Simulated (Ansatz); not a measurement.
## C3H8O: structure from calculated spectroscopic constants

These gas-phase data were calculated for one isomer of C3H8O at r2SCAN-D4/def2-SVP (harmonic, unscaled wavenumbers; equilibrium rotational constants with average atomic masses):

| Quantity | Value |
| --- | --- |
| rotational constants | 14.05, 5.133, 4.333 GHz |
| all wavenumbers above 1500 cm⁻¹ | 3812, 3141, 3125, 3076, 3059, 3034, 3005, 2969 |

Candidates:

(1) `CCOC`, a singlet
(2) `CCCO`, a singlet

Task: Which structure fits?

Result: Candidate (2). The band at 3812 cm⁻¹ lies where the O–H stretch is expected; (1) has no mode between 3300 and 4000 cm⁻¹.

The same quantities for all candidates:

|  | rotational constants (GHz) | wavenumbers above 1500 cm⁻¹ | E above the lowest, r2SCAN-D4/def2-SVP (kcal/mol) |
| --- | --- | --- | --- |
| (1) | 28.18, 4.173, 3.906 | 3148, 3145, 3134, 3043, 3011, 2968, 2952, 2930, 1514 | 7.3 |
| (2) | 14.05, 5.133, 4.333 | 3812, 3141, 3125, 3076, 3059, 3034, 3005, 2969 | 0.0 |

Each candidate is one conformer. Programs: Ansatz 0.2.0.
